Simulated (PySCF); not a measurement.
Molecule: `CCCC#N`, C$_{4}$H$_{7}$N.

Structure with atom numbers: `[CH3:1][CH2:2][CH2:3][C:4]#[N:5]`. Hydrogens are named by the atom that carries them.

Geometry PBE0-D3(BJ)/def2-SVP throughout; GIAO in PySCF 2.14.0 with density-fitted response routines, gas phase, one conformer, non-relativistic; equivalent atoms averaged; basis pcSseg-2.

For orientation, BLYP gives these absolute shieldings σ: C4 52.6, C2 146.7, C3 152.1, C1 157.5, N5 -34.8, H(C3) 29.31, H(C2) 29.64, H(C1) 30.38 ppm.

A run gave: C4 60.2, C2 168.5, C3 173.4, C1 175.3, N5 -40.5, H(C3) 29.80, H(C2) 30.11, H(C1) 30.69 ppm (absolute shieldings σ).

Which functional was used in that run?
A. OPBE
B. mPW1PW91
C. KT2
D. HF
E. wB97X-D

Results:

D. C3 tells them apart best: HF gives 173.4, wB97X-D gives 163.2, KT2 gives 160.1, OPBE gives 162.3, mPW1PW91 gives 162.2 ppm.
